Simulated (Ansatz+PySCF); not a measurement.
# singlet H₂ClO(-): levels of theory in one basis

```yaml
atoms:
  - { symbol: O, position_ang: [0.0000, -0.3157, -1.7609] }
  - { symbol: H, position_ang: [0.0000, -0.3973, -0.8464] }
  - { symbol: Cl, position_ang: [0.0000, 0.1384, 0.9835] }
  - { symbol: H, position_ang: [0.0000, 0.5704, -1.7849] }
```

Basis set: def2-SVP (spherical functions). Left uncorrelated: 6 orbitals. Charge -1, multiplicity 1.

Computed with Ansatz (development build ahead of 0.2.0); each method stands on the lowest determinant of its kind that the runs found.

```
     method  E − E(RHF) (eV)  <S²> of the determinant
        RHF             0.00                     0.00
   RHF-CCSD            -9.67                        –
RHF-CCSD(T)            -9.79                        –
```

What does RHF-MP2 give on the same scale?

-9.11 eV.

Is a single determinant a sound starting point here?

By this sign, yes. Unrestricted orbitals gain 0.00 eV and <S²> is 0.00 against 0.00 for a pure state.

Caution: no diffuse functions for an anion.
